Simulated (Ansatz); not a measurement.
`c1ncncn1`. Total charge 0; spin multiplicity 1. The geometry is a stationary point of PBE0-D4/def2-TZVP.

```xyz
9

C    -0.799   -0.993    0.163
N     0.080   -1.082   -0.827
C     0.875   -0.026   -0.942
N     0.848    1.054   -0.173
C    -0.075    1.020    0.779
N    -0.928    0.028    0.999
H    -1.476   -1.834    0.300
H     1.614   -0.048   -1.738
H    -0.138    1.882    1.438
```

(1) What is the dipole moment at ωB97M-V/def2-TZVPP? (Estimate.)

(2) Give the Mulliken charges with ωB97M-V, r2SCAN, PBE in def2-TZVPP. (Estimate.)

## Answers

(1) Computed: 0.00 D, zero by symmetry or nearly so.

(2) Ansatz gave: 
```csv
atom,ωB97M-V,r2SCAN,PBE
C1,0.10,0.19,0.05
N2,-0.24,-0.29,-0.18
C3,0.10,0.19,0.05
N4,-0.24,-0.29,-0.18
C5,0.10,0.19,0.05
N6,-0.24,-0.29,-0.18
H7,0.14,0.10,0.12
H8,0.14,0.10,0.12
H9,0.14,0.10,0.12
```
